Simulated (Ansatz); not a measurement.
## Relaxing iridium (fcc)

Computed with Ansatz, DFT, r2SCAN, plane waves (500 eV) with PAW, scalar-relativistic. The PAW files were generated under PBE, with cores re-solved for the functional.

k-point mesh 14×14×14, Fermi-Dirac smearing 0.05 eV, starting moments 1.00 μB. Cell and atoms relax.

Starting structure:

```
Ir
1.0
     0.00000    1.91970    1.91970
     1.91970    0.00000    1.91970
     1.91970    1.91970    0.00000
Ir
1
Cartesian
  0.0000 0.0000 0.0000
```

What cell does the relaxation end in?

Fm-3m with a = 3.845 Å; 14.21 Å³ per atom against 14.15 at the start (0.5 %).

How much energy does the relaxation gain?

0.3 meV per atom.

Path of the relaxation (the plane waves are chosen anew near the end, which can shift the energy a little):

```csv
step,E − E(final) (meV/atom),V (Å³/atom),P (GPa),max force (eV/Å)
0,0.33,14.149,1.69,0.000
1,0.05,14.213,-0.03,0.000
2,0.00,14.213,-0.03,0.000
```

Which magnetic state does it end in?

non-magnetic.
